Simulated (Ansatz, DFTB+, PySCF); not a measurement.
# Ladder of methods for the bulk modulus B0 of cubic BN

Reference value: 410 GPa (measured, 0 K value with the zero-point phonon effect removed, our sources range from 388 to 410; as tabulated in Mejia-Rodriguez and Trickey (2018), arXiv:1807.09216).

```
level (code)              value (GPa)  cell (Å³/atom)
------------------------  -----------  --------------
DFTB cp2k-nonscc (DFTB+)          264            6.34
LDA (Ansatz)               (withheld)            5.74
PBE (Ansatz)                      372            5.95
PBE-D4 (Ansatz)                   385            5.87
MP2 (PySCF)                  399 ± 10            5.81
```

Question: Complete the blanks.

Answer: 
- LDA (Ansatz, an electronic-structure program), value (GPa): 403

Errors against the reference: DFTB cp2k-nonscc -36 %, LDA -1.7 %, PBE -9.3 %, PBE-D4 -6.1 %, MP2 -2.7 %.

Once the reference is moved by up to 5.3 % (a margin picked here for doubts on the reference and the settings) and values within 1.7 % count as equal, the nearest can be LDA (-1.7 %), MP2 (-2.7 %) or PBE-D4 (-6.1 %). Farthest off among them: DFTB cp2k-nonscc (-36 %). Within 15 %: LDA, PBE, PBE-D4, MP2.

A ± on a computed value is a rough bar: the spread of its extrapolation, a floor set from checks against published values, or a statistical error. DFTB cp2k-nonscc: this tight-binding set is not self-consistent in the charges. Each level is taken at its own relaxed cell. Ansatz's density-functional and Hartree–Fock values are scalar-relativistic unless marked +SOC, with PAW data made under PBE.

Differences are worked out from the printed values.
